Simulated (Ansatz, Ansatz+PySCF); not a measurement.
```yaml
atoms:
  - { symbol: C, position_ang: [-0.0015, -0.0449, -0.7394] }
  - { symbol: C, position_ang: [0.0300, -0.0285, 0.7588] }
  - { symbol: C, position_ang: [-0.0154, 1.1193, -1.4307] }
  - { symbol: C, position_ang: [0.0322, -1.0835, 1.5009] }
  - { symbol: H, position_ang: [-0.0017, -0.9441, -1.2572] }
  - { symbol: H, position_ang: [-0.0422, 0.9861, 1.1942] }
  - { symbol: H, position_ang: [-0.0270, 1.0595, -2.6108] }
  - { symbol: H, position_ang: [-0.0049, 2.1502, -0.9932] }
  - { symbol: H, position_ang: [-0.0278, -1.1014, 2.5454] }
  - { symbol: H, position_ang: [0.0175, -2.0878, 0.9793] }
```

RHF on singlet C₄H₆ was run in several spherical basis sets with Ansatz (development build ahead of 0.2.0).

(1) Rank the basis sets by the total energy that they give, lowest first, with the distance from the lowest.
A. 6-31G(d)
B. cc-pVDZ
C. def2-TZVP
D. def2-SVP
E. 6-31G
F. STO-3G
G. cc-pVTZ

## Answers

(1) C (0.00 eV), G (0.07 eV), B (1.23 eV), A (1.70 eV), E (3.20 eV), D (4.64 eV), F (53.44 eV).

Totals follow the description of the cores as much as that of the bonds, so this order isn't one of quality for chemistry.
